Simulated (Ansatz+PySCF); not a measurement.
The numbers below are computed, except where a source is named.
Input for PySCF 2.14.0:

```python
from pyscf import gto, scf, mp

mol = gto.M(atom="""
C 0.000000 -0.308790 -1.122380
C 0.000000 0.610500 0.136490
C 0.000000 -0.160800 1.413780
H -0.881110 -0.950850 -1.132790
H 0.881110 -0.950850 -1.132790
H 0.000000 0.285390 -2.037220
H 0.876960 1.260310 0.096550
H -0.876960 1.260310 0.096550
H -0.924400 -0.522610 1.840900
H 0.924400 -0.522610 1.840900
""", basis='cc-pvtz', charge=0, spin=1)
mf = scf.UHF(mol)
mf.kernel()
pt = mp.MP2(mf, frozen=3).run()
print(mf.e_tot, pt.e_corr, pt.e_tot)
```

The script is written out from the run's settings.

Results

```json
{
 "Converged": "yes",
 "Reference energy": "-117.67504 hartree",
 "Correlation energy": "-0.50421 hartree",
 "Total energy": "-118.17925 hartree",
 "Spin squared of the determinant": "0.763"
}
```
